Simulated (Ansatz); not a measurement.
Reaction (SMILES): C=C (C2H4) + 2 [H][H] (H2) → 2 C (CH4)
B3LYP-D3(BJ)/def2-TZVP geometries, fixed; electronic energies without zero-point terms.
Largest species:
```
C
C 1 1.3246
H 1 1.0833 2 121.73
H 2 1.0833 1 121.73 3 180.00
H 1 1.0833 3 116.54 2 -180.00
H 2 1.0833 4 116.54 1 180.00
```

Energies in hartree at PBE with Ansatz (a quantum-chemistry and plane-wave program); the energy of full hydrogenation is their sum with the coefficients shown, times 627.509 kcal/mol a hartree. All functions are spherical. The program fits the integrals of some runs and decomposes those of others, by size. No added dispersion term, no relativity.

| species | coefficient | part | cc-pVDZ | cc-pVTZ | cc-pVQZ |
|---|---|---|---|---|---|
| C=C (C2H4) | -1 | PBE | -78.46987 | -78.49931 | -78.50546 |
| [H][H] (H2) | -2 | PBE | -1.16000 | -1.16612 | -1.16657 |
| C (CH4) | +2 | PBE | -40.44301 | -40.46329 | -40.46664 |

**Question.** Predict the energy of full hydrogenation in cc-pV5Z (X = 5): let each PBE step shrink by the ratio of the last two. Compare with the run.

**Answer.** 
- C=C (C2H4): steps -0.02944 and -0.00615, ratio 0.209, so PBE -78.50675 (run: -78.50791).
- [H][H] (H2): steps -0.00612 and -0.00045, ratio 0.074, so PBE -1.16660 (run: -1.16670).
- C (CH4): steps -0.02028 and -0.00335, ratio 0.165, so PBE -40.46719 (run: -40.46786).
Predicted -59.26 kcal/mol; the run in cc-pV5Z gives -59.24, a miss of -0.01. Keeping the value in cc-pVQZ, -59.41, would miss by -0.17. All sums are of the energies as printed.
